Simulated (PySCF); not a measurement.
A made-up structure of MgSiH2O, singlet:

| atom | x (Å) | y (Å) | z (Å) |
| --- | --- | --- | --- |
| O1 | -0.3784 | -0.0245 | 1.2091 |
| Mg2 | 1.3618 | -0.8043 | 1.4255 |
| Si3 | -0.1244 | 0.1040 | -0.3649 |
| H4 | 2.7303 | -1.7223 | 1.9184 |
| H5 | 0.0279 | 1.4545 | -0.9820 |

It is relaxed with PBE-D4/def2-SVP and then PBE0-D4/def2-TZVP (PySCF 2.14 with density fitting (its default auxiliary sets; JK sets also for MP2 and CCSD(T))). Atoms count as bonded within 1.22 times the sum of their covalent radii (H–H: 0.88 Å). The end point is not checked to be a true minimum.

Task: Does its bonding change? (A judgement: the text doesn't fix the answer.)

Result: The calculation gives: Yes. Formed: none; broken: Mg2–Si3.

Where it ends: The first stage lowers the energy by 0.91 eV in 25 steps. It ends as MgSiH₂O ([MgH][O][SiH]):
| atom | x (Å) | y (Å) | z (Å) |
| --- | --- | --- | --- |
| O1 | 0.7660 | -0.2091 | 0.2673 |
| Mg2 | 1.2984 | -1.0123 | 1.7988 |
| Si3 | 0.3354 | 0.3766 | -1.1763 |
| H4 | 1.8004 | -1.7779 | 3.2145 |
| H5 | -0.3018 | 1.7266 | -0.7320 |

Labels in which every atom is bracketed show which atoms are joined, not bond orders.

For scale, one of the runs: PBE0-D4/def2-TZVP relaxation, 112 basis functions, launched by `OMP_NUM_THREADS=2 python run.py`. The run took 29 s on 2 CPU threads of an AMD EPYC 7B13 (shared host), with 1.1 GiB of host memory at its peak.
